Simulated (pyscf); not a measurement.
Cl–C(Cl)(Cl)–Cl + methyl (CH₃•) → Cl atom (Cl•) + H₃C–C(Cl)(Cl)–Cl, a substitution at C (doublet surface; C–Cl broken, C–C formed). Optimised with ωB97X-D3(BJ)/def2-SVP in PySCF. Energies in kcal/mol from the separated reactants.

Small-basis levels: PySCF, no dispersion term, spherical d functions. Open shells are spin-unrestricted. 

### Question
In single points B3LYP/6-31G* puts the saddle at 48.9 kcal/mol and the reaction energy at -27.0 kcal/mol. Should these be trusted to within a few kcal/mol? Compare with ωB97M-D3(BJ)/def2-TZVP.

### Answer
ωB97M-D3(BJ)/def2-TZVP gives ΔE‡ = 53.8 kcal/mol and ΔE = -22.3 kcal/mol. B3LYP/6-31G* lies 4.9 kcal/mol under it in the barrier and 4.7 kcal/mol under it in the reaction energy, so on this step it does not hold to within 3.0 kcal/mol. ωB97M-D3(BJ)/def2-TZVP has limits of its own. One saddle was located; it need not be the lowest between these sides. The angle at the attacked C is 180°. An unrestricted DFT solution here is markedly spin-contaminated. Left out: the spin-orbit lowering of Cl.
